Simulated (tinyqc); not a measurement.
Inside a calculation (part 1 of 2). Method: coupled-perturbed Hartree-Fock on RHF in the sto-3g basis, for H2O, spin multiplicity 1. Computed by tinyqc, a small Python program that keeps every step (integrals from PySCF). Settings: charge = 0, multiplicity = 1, basis = sto-3g, method = RHF, energy threshold = 1e-10, iteration cap = 88, orthogonalisation = symmetric, start = core, DIIS depth = 6. Command: `OMP_NUM_THREADS=1 python tinyqc.py 21337 21338 out.jsonl` (the two numbers bound the seeds that draw the settings). One thread of a shared host (Intel(R) Xeon(R) Processor @ 2.60GHz), about 0.2 s of CPU time with the checks. The early iterations of the SCF are left out here.

## One-electron integrals

Geometry (angstrom):
```
atom         x          y         z
O     0.000000   0.000000  0.000000
H     0.000000   0.878000  0.618000
H     0.000000  -0.877000  0.617000
```

Basis sto-3g: exponents (1/bohr^2) and contraction coefficients of normalised primitives:
```
element  l (shell)    exponent  coefficient
O            s (1)  130.709320     0.154329
O            s (1)   23.808861     0.535328
O            s (1)    6.443608     0.444635
O            s (2)    5.033151    -0.099967
O            s (2)    1.169596     0.399513
O            s (2)    0.380389     0.700115
O            p (3)    5.033151     0.155916
O            p (3)    1.169596     0.607684
O            p (3)    0.380389     0.391957
H            s (1)    3.425251     0.154329
H            s (1)    0.623914     0.535328
H            s (1)    0.168855     0.444635
```

Overlap, kinetic and nuclear-attraction integrals over the contracted functions; the nuclear repulsion is the sum of Za Zb / Rab.

nuclear repulsion = 8.19239175 hartree

overlap S:
```
           1O 1s     1O 2s    1O 2px     1O 2py    1O 2pz     2H 1s      3H 1s
1O 1s   1.000000  0.236704  0.000000   0.000000  0.000000  0.040891   0.041027
1O 2s   0.236704  1.000000  0.000000   0.000000  0.000000  0.401673   0.402506
1O 2px  0.000000  0.000000  1.000000   0.000000  0.000000  0.000000   0.000000
1O 2py  0.000000  0.000000  0.000000   1.000000  0.000000  0.286780  -0.287259
1O 2pz  0.000000  0.000000  0.000000   0.000000  1.000000  0.201856   0.202096
2H 1s   0.040891  0.401673  0.000000   0.286780  0.201856  1.000000   0.175907
3H 1s   0.041027  0.402506  0.000000  -0.287259  0.202096  0.175907   1.000000
```

kinetic energy T (hartree):
```
            1O 1s      1O 2s    1O 2px     1O 2py    1O 2pz      2H 1s      3H 1s
1O 1s   29.003200  -0.168011  0.000000   0.000000  0.000000  -0.007886  -0.007852
1O 2s   -0.168011   0.808128  0.000000   0.000000  0.000000   0.079715   0.080220
1O 2px   0.000000   0.000000  2.528731   0.000000  0.000000   0.000000   0.000000
1O 2py   0.000000   0.000000  0.000000   2.528731  0.000000   0.165794  -0.166536
1O 2pz   0.000000   0.000000  0.000000   0.000000  2.528731   0.116698   0.117164
2H 1s   -0.007886   0.079715  0.000000   0.165794  0.116698   0.760032  -0.004747
3H 1s   -0.007852   0.080220  0.000000  -0.166536  0.117164  -0.004747   0.760032
```

nuclear attraction V (hartree):
```
             1O 1s       1O 2s     1O 2px      1O 2py     1O 2pz      2H 1s      3H 1s
1O 1s   -61.604813   -7.416554   0.000000    0.000028  -0.014219  -1.313234  -1.317659
1O 2s    -7.416554  -10.032133   0.000000    0.000302  -0.172853  -3.123831  -3.131640
1O 2px    0.000000    0.000000  -9.895098    0.000000   0.000000   0.000000   0.000000
1O 2py    0.000028    0.000302   0.000000  -10.023011   0.000136  -1.969310   1.973780
1O 2pz   -0.014219   -0.172853   0.000000    0.000136  -9.958440  -1.432315  -1.434822
2H 1s    -1.313234   -3.123831   0.000000   -1.969310  -1.432315  -5.379948  -1.060856
3H 1s    -1.317659   -3.131640   0.000000    1.973780  -1.434822  -1.060856  -5.384454
```

core Hamiltonian H = T + V (hartree):
```
             1O 1s      1O 2s     1O 2px     1O 2py     1O 2pz      2H 1s      3H 1s
1O 1s   -32.601613  -7.584565   0.000000   0.000028  -0.014219  -1.321120  -1.325511
1O 2s    -7.584565  -9.224005   0.000000   0.000302  -0.172853  -3.044116  -3.051420
1O 2px    0.000000   0.000000  -7.366367   0.000000   0.000000   0.000000   0.000000
1O 2py    0.000028   0.000302   0.000000  -7.494279   0.000136  -1.803516   1.807244
1O 2pz   -0.014219  -0.172853   0.000000   0.000136  -7.429709  -1.315617  -1.317658
2H 1s    -1.321120  -3.044116   0.000000  -1.803516  -1.315617  -4.619916  -1.065603
3H 1s    -1.325511  -3.051420   0.000000   1.807244  -1.317658  -1.065603  -4.624422
```

## Two-electron integrals

Functions are numbered as in S; the eight-fold symmetry (ij|kl) = (ji|kl) = (kl|ij) leaves the list below.

Two-electron integrals (ij|kl) in chemists' order, unique and non-zero (hartree):
```
(11|11) 4.785065    (21|11) 0.741380    (21|21) 0.136873    (22|11) 1.118947
(22|21) 0.256633    (22|22) 0.817206    (31|31) 0.024477    (32|31) 0.037809
(32|32) 0.180518    (33|11) 1.115814    (33|21) 0.256684    (33|22) 0.817023
(33|33) 0.880159    (41|41) 0.024477    (42|41) 0.037809    (42|42) 0.180518
(43|43) 0.047444    (44|11) 1.115814    (44|21) 0.256684    (44|22) 0.817023
(44|33) 0.785270    (44|44) 0.880159    (51|51) 0.024477    (52|51) 0.037809
(52|52) 0.180518    (53|53) 0.047444    (54|54) 0.047444    (55|11) 1.115814
(55|21) 0.256684    (55|22) 0.817023    (55|33) 0.785270    (55|44) 0.785270
(55|55) 0.880159    (61|11) 0.129737    (61|21) 0.023762    (61|22) 0.044307
(61|33) 0.044221    (61|41) 0.000895    (61|42) 0.001681    (61|44) 0.044399
(61|51) 0.000630    (61|52) 0.001184    (61|54) 0.000126    (61|55) 0.044309
(61|61) 0.004179    (62|11) 0.328629    (62|21) 0.076374    (62|22) 0.270840
(62|33) 0.266136    (62|41) 0.004698    (62|42) 0.036506    (62|44) 0.275397
(62|51) 0.003307    (62|52) 0.025695    (62|54) 0.006518    (62|55) 0.270724
(62|61) 0.013533    (62|62) 0.112914    (63|31) 0.007832    (63|32) 0.046170
(63|43) 0.007503    (63|53) 0.005281    (63|63) 0.015746    (64|11) 0.198065
(64|21) 0.046609    (64|22) 0.176465    (64|33) 0.168534    (64|41) 0.010336
(64|42) 0.068578    (64|44) 0.189282    (64|51) 0.001762    (64|52) 0.015772
(64|54) 0.009323    (64|55) 0.171379    (64|61) 0.008608    (64|62) 0.089385
(64|64) 0.085684    (65|11) 0.139413    (65|21) 0.032807    (65|22) 0.124209
(65|33) 0.118626    (65|41) 0.001762    (65|42) 0.015772    (65|44) 0.122668
(65|51) 0.009072    (65|52) 0.057272    (65|54) 0.010348    (65|55) 0.131191
(65|61) 0.006059    (65|62) 0.062916    (65|64) 0.049228    (65|65) 0.050396
(66|11) 0.481099    (66|21) 0.113617    (66|22) 0.463193    (66|33) 0.444777
(66|41) 0.008732    (66|42) 0.094592    (66|44) 0.481331    (66|51) 0.006146
(66|52) 0.066581    (66|54) 0.025729    (66|55) 0.462887    (66|61) 0.020290
(66|62) 0.247541    (66|64) 0.223615    (66|65) 0.157396    (66|66) 0.774606
(71|11) 0.130173    (71|21) 0.023841    (71|22) 0.044455    (71|33) 0.044368
(71|41) -0.000898   (71|42) -0.001687   (71|44) 0.044547    (71|51) 0.000632
(71|52) 0.001187    (71|54) -0.000126   (71|55) 0.044457    (71|61) 0.004123
(71|62) 0.013117    (71|64) 0.007658    (71|65) 0.005879    (71|66) 0.019468
(71|71) 0.004207    (72|11) 0.329456    (72|21) 0.076565    (72|22) 0.271484
(72|33) 0.266771    (72|41) -0.004710   (72|42) -0.036589   (72|44) 0.276053
(72|51) 0.003314    (72|52) 0.025742    (72|54) -0.006530   (72|55) 0.271365
(72|61) 0.013106    (72|62) 0.089493    (72|64) 0.049265    (72|65) 0.048389
(72|66) 0.158038    (72|71) 0.013612    (72|72) 0.113413    (73|31) 0.007855
(73|32) 0.046293    (73|43) -0.007522   (73|53) 0.005292    (73|63) 0.011998
(73|73) 0.015822    (74|11) -0.198503   (74|21) -0.046712   (74|22) -0.176832
(74|33) -0.168883   (74|41) 0.010365    (74|42) 0.068747    (74|44) -0.189682
(74|51) -0.001766   (74|52) -0.015797   (74|54) 0.009341    (74|55) -0.171731
(74|61) -0.007649   (74|62) -0.049244   (74|64) -0.015652   (74|65) -0.026087
(74|66) -0.078848   (74|71) -0.008656   (74|72) -0.089753   (74|74) 0.086027
(75|11) 0.139653    (75|21) 0.032864    (75|22) 0.124407    (75|33) 0.118815
(75|41) -0.001766   (75|42) -0.015797   (75|44) 0.122864    (75|51) 0.009097
(75|52) 0.057407    (75|54) -0.010370   (75|55) 0.131403    (75|61) 0.005870
(75|62) 0.048362    (75|64) 0.026083    (75|65) 0.037753    (75|66) 0.093058
(75|71) 0.006090    (75|72) 0.063144    (75|74) -0.049391   (75|75) 0.050571
(76|11) 0.106087    (76|21) 0.024873    (76|22) 0.095487    (76|33) 0.093352
(76|41) 4.06e-07    (76|42) 0.000006    (76|44) 0.095414    (76|51) 0.001701
(76|52) 0.015656    (76|54) 1.62e-06    (76|55) 0.097591    (76|61) 0.004354
(76|62) 0.038976    (76|64) 0.026830    (76|65) 0.024431    (76|66) 0.087905
(76|71) 0.004368    (76|72) 0.039053    (76|74) -0.026868   (76|75) 0.024464
(76|76) 0.016661    (77|11) 0.481660    (77|21) 0.113748    (77|22) 0.463650
(77|33) 0.445208    (77|41) -0.008750   (77|42) -0.094734   (77|44) 0.481826
(77|51) 0.006156    (77|52) 0.066649    (77|54) -0.025762   (77|55) 0.463333
(77|61) 0.019426    (77|62) 0.157813    (77|64) 0.078762    (77|65) 0.092978
(77|66) 0.299047    (77|71) 0.020382    (77|72) 0.248195    (77|74) -0.224138
(77|75) 0.157689    (77|76) 0.087905    (77|77) 0.774606
```

## Orthogonalisation

S = U s U^T; symmetric (Loewdin) form X = U s^(-1/2) U^T, so that X^T S X = 1.

eigenvalues of S: 0.418099  0.496723  0.890418  1.000000  1.092519  1.327372  1.774868

X:
```
            1O 1s      1O 2s    1O 2px     1O 2py     1O 2pz      2H 1s      3H 1s
1O 1s    1.023755  -0.138086  0.000000   0.000021  -0.007529   0.019755   0.019793
1O 2s   -0.138086   1.172670  0.000000  -0.000272   0.074035  -0.235779  -0.236567
1O 2px   0.000000   0.000000  1.000000   0.000000   0.000000   0.000000   0.000000
1O 2py   0.000021  -0.000272  0.000000   1.085089  -0.000108  -0.190139   0.190576
1O 2pz  -0.007529   0.074035  0.000000  -0.000108   1.036361  -0.116281  -0.116554
2H 1s    0.019755  -0.235779  0.000000  -0.190139  -0.116281   1.140969  -0.060462
3H 1s    0.019793  -0.236567  0.000000   0.190576  -0.116554  -0.060462   1.141616
```

## Iteration 8 (converged): orbitals

converged F (hartree):
```
             1O 1s      1O 2s     1O 2px     1O 2py     1O 2pz      2H 1s      3H 1s
1O 1s   -20.241861  -5.162029   0.000000   0.000031  -0.026103  -0.907573  -0.910568
1O 2s    -5.162029  -2.410725   0.000000   0.000309  -0.078258  -0.837076  -0.839037
1O 2px    0.000000   0.000000  -0.383015   0.000000   0.000000   0.000000   0.000000
1O 2py    0.000031   0.000309   0.000000  -0.247279   0.000316  -0.375020   0.375579
1O 2pz   -0.026103  -0.078258   0.000000   0.000316  -0.284809  -0.314720  -0.314982
2H 1s    -0.907573  -0.837076   0.000000  -0.375020  -0.314720  -0.439380  -0.254492
3H 1s    -0.910568  -0.839037   0.000000   0.375579  -0.314982  -0.254492  -0.440789
```

Diagonalise F' = X^T F X, C = X C', fill 5 alpha and 5 beta electrons from the bottom; D = 2 C_occ C_occ^T. Each column has its largest component positive (the first on a tie).

F' = X^T F X (hartree):
```
            1          2          3          4          5          6          7
1  -19.866076  -2.688574   0.000000   0.000050  -0.052867  -0.108889  -0.109645
2   -2.688574  -1.289573   0.000000  -0.000195   0.101398  -0.427210  -0.428388
3    0.000000   0.000000  -0.383015   0.000000   0.000000   0.000000   0.000000
4    0.000050  -0.000195   0.000000   0.005479   0.000077  -0.422744   0.423374
5   -0.052867   0.101398   0.000000   0.000077  -0.167280  -0.293137  -0.293485
6   -0.108889  -0.427210   0.000000  -0.422744  -0.293137  -0.011090  -0.068414
7   -0.109645  -0.428388   0.000000   0.423374  -0.293485  -0.068414  -0.010812
```

orbital energies (hartree): MO1 -20.250268, MO2 -1.213213, MO3 -0.567390, MO4 -0.426620, MO5 -0.383015, MO6 0.487804, MO7 0.630335

coefficients C:
```
              MO1        MO2        MO3        MO4       MO5        MO6        MO7
1O 1s    0.994371  -0.238062  -0.000243   0.093129  0.000000   0.117733   0.000608
1O 2s    0.024543   0.876459   0.001286  -0.479637  0.000000  -0.715826  -0.004060
1O 2px   0.000000   0.000000   0.000000   0.000000  1.000000   0.000000   0.000000
1O 2py  -0.000008  -0.000312   0.597567   0.000536  0.000000  -0.003800   0.944875
1O 2pz   0.003233   0.089502  -0.000806   0.768973  0.000000  -0.712277  -0.003133
2H 1s   -0.004850   0.148157   0.450008   0.315783  0.000000   0.732517  -0.741850
3H 1s   -0.004864   0.148627  -0.450390   0.314574  0.000000   0.726833   0.748995
```

D after iteration 8:
```
            1O 1s      1O 2s    1O 2px     1O 2py     1O 2pz      2H 1s      3H 1s
1O 1s    2.108241  -0.457830  0.000000  -0.000058   0.107043  -0.021587  -0.021628
1O 2s   -0.457830   1.997671  0.000000   0.000476  -0.580609  -0.042295  -0.042629
1O 2px   0.000000   0.000000  2.000000   0.000000   0.000000   0.000000   0.000000
1O 2py  -0.000058   0.000476  0.000000   0.714172  -0.000195   0.538066  -0.538031
1O 2pz   0.107043  -0.580609  0.000000  -0.000195   1.198681   0.511420   0.511098
2H 1s   -0.021587  -0.042295  0.000000   0.538066   0.511420   0.648400  -0.162596
3H 1s   -0.021628  -0.042629  0.000000  -0.538031   0.511098  -0.162596   0.647843
```

## Convergence

Stop when the energy changes by less than 1e-10 hartree and every element of the error matrix X^T (F D S - S D F) X is below 3e-06.

Course of the cycle:
```
iteration   E (hartree)     change  largest element of the error matrix
1          -73.28732080          -                             5.95e-01
2          -74.87431474  -1.59e+00                             1.99e-01
3          -74.94428648  -7.00e-02                             4.10e-02
4          -74.94682720  -2.54e-03                             7.74e-03
5          -74.94699772  -1.71e-04                             2.21e-03
6          -74.94701541  -1.77e-05                             1.63e-04
7          -74.94701546  -5.58e-08                             5.78e-07
8          -74.94701546  -7.67e-13                             6.68e-08
```

PySCF RHF in the same basis = -74.94701546 hartree

Converged in 8 iterations.

## Integrals over molecular orbitals

(pq|rs) = sum C_ip C_jq C_kr C_ls (ij|kl), one index at a time.

one-electron integrals over orbitals h = C^T H C (hartree):
```
            1          2          3          4          5          6          7
1  -32.584746   0.567239   0.000563  -0.207846   0.000000  -0.271415  -0.001394
2    0.567239  -7.573330  -0.000748   0.502569   0.000000   1.253113   0.006803
3    0.000563  -0.000748  -6.060554   0.002092   0.000000   0.007607  -1.771954
4   -0.207846   0.502569   0.002092  -6.713905   0.000000   1.242668   0.002807
5    0.000000   0.000000   0.000000   0.000000  -7.366367   0.000000   0.000000
6   -0.271415   1.253113   0.007607   1.242668   0.000000  -5.249843   0.001229
7   -0.001394   0.006803  -1.771954   0.002807   0.000000   0.001229  -5.556991
```

Two-electron integrals over orbitals (pq|rs), unique and non-zero (hartree):
```
(11|11) 4.746207    (21|11) -0.426322   (21|21) 0.060554    (22|11) 1.015779
(22|21) -0.014863   (22|22) 0.722120    (31|11) -0.000435   (31|21) 0.000054
(31|22) -0.000043   (31|31) 0.010383    (32|11) 0.000254    (32|21) -0.000025
(32|22) -0.000127   (32|31) 0.016705    (32|32) 0.134111    (33|11) 0.763774
(33|21) -0.004555   (33|22) 0.618168    (33|31) 0.000013    (33|32) 0.000051
(33|33) 0.599081    (41|11) 0.165264    (41|21) -0.021441   (41|22) 0.012849
(41|31) -0.000032   (41|32) -0.000005   (41|33) 0.005543    (41|41) 0.025158
(42|11) -0.140424   (42|21) 0.008120    (42|22) -0.018133   (42|31) -2.63e-06
(42|32) -0.000059   (42|33) 0.005010    (42|41) 0.019379    (42|42) 0.129691
(43|11) -0.000479   (43|21) 0.000016    (43|22) -0.000209   (43|31) -0.002446
(43|32) 0.027606    (43|33) -0.000112   (43|41) 0.000025    (43|42) 0.000217
(43|43) 0.052495    (44|11) 0.960271    (44|21) -0.011848   (44|22) 0.669374
(44|31) 1.44e-06    (44|32) 0.000222    (44|33) 0.572379    (44|41) -0.009735
(44|42) -0.099328   (44|43) -0.000209   (44|44) 0.730251    (51|51) 0.025985
(52|51) 0.033069    (52|52) 0.149108    (53|51) 0.000032    (53|52) 0.000114
(53|53) 0.026561    (54|51) -0.011960   (54|52) -0.043656   (54|53) -0.000062
(54|54) 0.050028    (55|11) 1.115352    (55|21) -0.012047   (55|22) 0.752410
(55|31) -0.000012   (55|32) 0.000129    (55|33) 0.604496    (55|41) 0.004623
(55|42) -0.075886   (55|43) -0.000274   (55|44) 0.705179    (55|55) 0.880159
(61|11) 0.210862    (61|21) -0.031811   (61|22) 0.002423    (61|31) -0.000076
(61|32) -0.000067   (61|33) -0.000270   (61|41) -0.002011   (61|42) -0.020358
(61|43) -0.000017   (61|44) 0.016340    (61|55) 0.005689    (61|61) 0.026769
(62|11) -0.277873   (62|21) 0.006475    (62|22) -0.133405   (62|31) -0.000040
(62|32) -0.000282   (62|33) -0.065398   (62|41) -0.018280   (62|42) -0.029378
(62|43) 0.000125    (62|44) -0.072665   (62|55) -0.146347   (62|61) 0.008363
(62|62) 0.095455    (63|11) -0.001551   (63|21) 0.000031    (63|22) -0.000773
(63|31) -0.002478   (63|32) 0.042116    (63|33) -0.000448   (63|41) -0.000011
(63|42) 0.000290    (63|43) 0.037029    (63|44) -0.000499   (63|55) -0.000876
(63|61) -0.000005   (63|62) 0.000398    (63|63) 0.078329    (64|11) -0.253037
(64|21) 0.003068    (64|22) -0.118177   (64|31) 0.000037    (64|32) 0.000285
(64|33) -0.045528   (64|41) -0.002184   (64|42) 0.039008    (64|43) 0.000254
(64|44) -0.129456   (64|55) -0.138859   (64|61) -0.000790   (64|62) 0.062662
(64|63) 0.000701    (64|64) 0.086581    (65|51) -0.014004   (65|52) -0.054173
(65|53) -0.000134   (65|54) -0.003630   (65|65) 0.035234    (66|11) 0.773249
(66|21) -0.007219   (66|22) 0.591272    (66|31) 0.000043    (66|32) 0.000714
(66|33) 0.550542    (66|41) 0.018610    (66|42) 0.052223    (66|43) 0.000509
(66|44) 0.540713    (66|55) 0.574231    (66|61) -0.008300   (66|62) -0.089579
(66|63) 0.000392    (66|64) -0.048977   (66|66) 0.579458    (71|11) 0.001094
(71|21) -0.000172   (71|22) -0.000009   (71|31) 0.014539    (71|32) 0.022190
(71|33) 0.000031    (71|41) 0.000015    (71|42) -0.000068   (71|43) -0.003508
(71|44) 0.000069    (71|55) 0.000028    (71|61) 0.000044    (71|62) -0.000054
(71|63) -0.002957   (71|64) 0.000041    (71|66) 0.000063    (71|71) 0.020395
(72|11) -0.001539   (72|21) 0.000031    (72|22) -0.000744   (72|31) 0.014599
(72|32) 0.052240    (72|33) -0.000221   (72|41) -0.000064   (72|42) 0.000013
(72|43) -0.029745   (72|44) -0.000503   (72|55) -0.000792   (72|61) -0.000055
(72|62) 0.000173    (72|63) -0.030780   (72|64) 0.000376    (72|66) -0.000445
(72|71) 0.019478    (72|72) 0.067357    (73|11) 0.369895    (73|21) -0.007055
(73|22) 0.160531    (73|31) 2.31e-06    (73|32) 0.000415    (73|33) 0.088821
(73|41) -0.000293   (73|42) -0.074270   (73|43) -0.000026   (73|44) 0.151554
(73|55) 0.200603    (73|61) 0.005824    (73|62) -0.071684   (73|63) -0.000281
(73|64) -0.092868   (73|66) 0.041829    (73|71) 0.000037    (73|72) -0.000499
(73|73) 0.156251    (74|11) -0.000585   (74|21) 0.000008    (74|22) -0.000184
(74|31) -0.008273   (74|32) -0.072239   (74|33) -0.000142   (74|41) -0.000023
(74|42) -0.000012   (74|43) -0.008692   (74|44) -0.000356   (74|55) -0.000301
(74|61) 0.000058    (74|62) 0.000302    (74|63) -0.053069   (74|64) -0.000128
(74|66) -0.000658   (74|71) -0.011546   (74|72) -0.017735   (74|73) -0.000501
(74|74) 0.068611    (75|51) -0.000072   (75|52) -0.000282   (75|53) 0.023946
(75|54) 0.000025    (75|65) 0.000051    (75|75) 0.025401    (76|11) -0.000221
(76|21) 0.000009    (76|22) 0.000078    (76|31) -0.008109   (76|32) -0.091309
(76|33) -0.000104   (76|41) 0.000063    (76|42) 0.000257    (76|43) -0.059051
(76|44) -0.000326   (76|55) -0.000113   (76|61) -0.000009   (76|62) -0.000086
(76|63) -0.070391   (76|64) -0.000367   (76|66) -0.000838   (76|71) -0.011036
(76|72) 0.003738    (76|73) -0.000590   (76|74) 0.059100    (76|76) 0.115628
(77|11) 0.854273    (77|21) -0.009275   (77|22) 0.613959    (77|31) -0.000090
(77|32) -0.000830   (77|33) 0.587987    (77|41) 0.003664    (77|42) -0.019735
(77|43) -0.000581   (77|44) 0.589886    (77|55) 0.616565    (77|61) 0.004345
(77|62) -0.064004   (77|63) -0.001071   (77|64) -0.050283   (77|66) 0.550934
(77|71) -0.000088   (77|72) -0.000348   (77|73) 0.100275    (77|74) 0.000461
(77|76) 0.000828    (77|77) 0.604388
```
